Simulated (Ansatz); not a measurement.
The parent structure is Nb in the bcc (W type) structure (space group Im-3m, No. 229; a = 3.272 Å).

All numbers come from PBEsol, PAW, 420 eV (Ansatz, a first-principles code; no spin-orbit coupling).

```json
[
 {"level": "PBEsol", "lattice parameter a": "3.272 Å"}
]
```

Problem. What does experiment give, and how far off is each level?

Solution. Measured: lattice parameter a 3.294 Å (static lattice; corrected from measurement; as listed in Daniel Mejia-Rodriguez, S. B. Trickey, Phys. Rev. B (2018)). Computed minus measured — lattice parameter a: PBEsol -0.7 %.

Whether these cells are dynamically stable was not tested. The base started in P-1 and relaxed to Im-3m at this level. The final runs are not spin-polarised.
